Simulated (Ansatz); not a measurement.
**AlH₃NSi+: single points off equilibrium**

One table from this session's results is given with a row withheld; the runs are named, their logs left out.

The runs use Ansatz 0.2.0, Gaussian basis; single points in def2-TZVPP.

Cores are frozen in the correlated methods.

2 further runs of the same task are left out: 2 that didn't finish.

## The system as given

SMILES `[AlH2][N]=[SiH+]`, 6 atoms, charge 1, spin multiplicity 1.

Atoms are counted from 1 here; the program's logs count them from 0.

Bond lengths: Al1–N2 1.946 Å, Al1–H4 1.679 Å, Al1–H5 1.598 Å, N2–Si3 1.532 Å, Si3–H6 1.416 Å. Angles: N2–Al1–H4 101.2°, N2–Al1–H5 116.2°, H4–Al1–H5 141.9°, Al1–N2–Si3 164.6°, N2–Si3–H6 162.4°.

As a file:

```csv
atom,x (Å),y (Å),z (Å)
Al1,-1.0172,0.2985,-1.0228
N2,0.2519,0.0386,0.4300
Si3,1.4046,-0.4444,1.3154
H4,-1.5120,-1.2802,-1.3099
H5,-1.3741,1.8140,-1.3840
H6,2.5161,-1.1713,1.8053
```

Set-up of the first run:

File run/in.yaml:

```yaml
crystal:
  periodic: [false, false, false]
  atoms:
    - {symbol: Al, position_ang: [-1.017247, 0.298519, -1.022766]}
    - {symbol: N, position_ang: [0.251908, 0.038555, 0.429992]}
    - {symbol: Si, position_ang: [1.404621, -0.444429, 1.315372]}
    - {symbol: H, position_ang: [-1.512036, -1.280156, -1.309874]}
    - {symbol: H, position_ang: [-1.374113, 1.813959, -1.384005]}
    - {symbol: H, position_ang: [2.516093, -1.171267, 1.805301]}
basis:
  gaussian: {orbitals: def2-TZVPP}
total_charge: 1
hamiltonian: {xc: pbe, dispersion: d4}
output: {forces: true}
```

The run is started by

```bash
> ansatz run in.yaml --threads 2 --pin off --events-out ev --progress --plain --max-ram 3481MiB
```

Steps of the session up to this table: PBE-D4/def2-TZVPP; r2SCAN-D4/def2-TZVPP; PBE0-D4/def2-TZVPP; wB97M-V/def2-TZVPP; CCSD(T)/def2-TZVPP.

One table of the session follows, with a row left open; its other results are not shown here.

```
   method  RMS force component (eV/Å)  angle to CCSD(T) forces (°)
   PBE-D4                           ?                            ?
r2SCAN-D4                       0.674                         16.2
  PBE0-D4                       0.676                         28.7
  wB97M-V                       0.667                         35.4
  CCSD(T)                       0.661                    reference
```

Q: Estimate the row for PBE-D4 from the others.

**Answer.** RMS force component (eV/Å): 0.690; angle to CCSD(T) forces (°): 12.0. In the column «RMS force component (eV/Å)» it is the highest.

Limits of these values: The reference is not at the basis limit: in triple zeta CCSD(T) underbinds, which counts against methods that bind more; the gaps are no ranking.
